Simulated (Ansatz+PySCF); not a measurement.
Values are calculated unless marked as measured or tabulated.
A run of PySCF 2.14.0 on doublet CHClF at this shape:

```json
{"atom": "C", "x (Å)": "-0.5401", "y (Å)": "0.5454", "z (Å)": "-0.1325"}
{"atom": "H", "x (Å)": "-0.7143", "y (Å)": "1.4943", "z (Å)": "0.3644"}
{"atom": "F", "x (Å)": "-1.5159", "y (Å)": "-0.3471", "z (Å)": "0.0285"}
{"atom": "Cl", "x (Å)": "1.0114", "y (Å)": "-0.0870", "z (Å)": "0.0081"}
```

Its results:

```yaml
Converged: yes
Reference_energy: -597.40227 hartree
Correlation_energy: -0.57789 hartree
Total_energy: -597.98016 hartree
Spin_squared_of_the_determinant: 0.762
```

(1) Which input gives this output? Name the method, the orbitals and the basis set, and write the input.

## Answers

(1) UHF-MP2 in cc-pVTZ on H, C, F; cc-pV(T+d)Z on Cl.

```python
from pyscf import gto, scf, mp

# the (T+d) and (D+d) sets load through basis_set_exchange
mol = gto.M(atom="""
C -0.540140 0.545440 -0.132490
H -0.714330 1.494300 0.364420
F -1.515870 -0.347080 0.028520
Cl 1.011430 -0.086980 0.008080
""", basis={'C': 'cc-pvtz', 'Cl': 'cc-pv(t+d)z', 'F': 'cc-pvtz', 'H': 'cc-pvtz'}, charge=0, spin=1)
mf = scf.UHF(mol)
mf.kernel()
pt = mp.MP2(mf, frozen=7).run()
print(mf.e_tot, pt.e_corr, pt.e_tot)
```
